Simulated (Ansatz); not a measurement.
C4H5FS can be A, `C=C(C=S)CF`, or B, `F/C=C1\CCS1`.

Isolated molecules relaxed with PBE0-D4/def2-TZVP in Ansatz; ΔE leaves out vibrations. CCSD(T)/CBS is the MP2 limit (def2-TZVPP, def2-QZVPP) plus CCSD(T) − MP2 in def2-TZVPP, frozen cores. Functionals use def2-TZVPP. B3LYP here is the variant with VWN-RPA as its local correlation; programs differ in this. Each species was taken in one conformer, which may not be the lowest.

A:

```xyz
11

C    -0.106    1.440   -0.378
C    -0.044    0.124   -0.145
C    -0.383   -0.803   -1.203
S    -0.361   -2.418   -1.089
C     0.366   -0.437    1.180
F     0.659    0.572    2.071
H     0.140    2.161    0.390
H    -0.408    1.812   -1.351
H    -0.674   -0.327   -2.142
H    -0.437   -1.051    1.598
H     1.249   -1.073    1.068
```

B:

Z-matrix (Å, degrees):
```
C
C 1 1.541
C 1 1.503 2 95.2
H 1 1.092 2 113.4 3 -117.8
H 1 1.092 2 113.8 3 118.4
S 2 1.833 1 91.6 3 1.1
H 2 1.089 1 115.1 3 116.9
H 2 1.089 1 114.8 3 -114.3
C 3 1.320 1 132.6 2 178.6
F 9 1.346 3 120.2 1 0.2
H 9 1.082 3 126.4 1 -179.8
```

Question: Which is lower in electronic energy at CCSD(T)/CBS, and by how much? (Best estimate.)

Answer: Ansatz gave: A, by 19.4 kJ/mol.

Question: Give E(B) − E(A) in kJ/mol with PBE0-D4, r2SCAN-D4, ωB97M-V, HF/def2-TZVPP, CCSD(T)/def2-TZVPP, B3LYP-D4, CCSD/def2-TZVPP. (Best estimate.)

Answer: Ansatz gave: PBE0-D4 -1.0, r2SCAN-D4 14.9, ωB97M-V 7.0, HF/def2-TZVPP 30.3, CCSD(T)/def2-TZVPP 21.8, B3LYP-D4 24.5, CCSD/def2-TZVPP 18.4. The order is the other way round with PBE0-D4.

Largest T1 diagnostic: 0.015.

From PBE to PBE0 (25 % exact exchange), in def2-TZVPP and without D4, E(B) − E(A) moves by −6.0 kJ/mol. In def2-TZVPP, CCSD(T) changes the Hartree–Fock value by −8.5 kJ/mol (the triples alone add +3.4 kJ/mol) and MP2 by −13.1 kJ/mol.
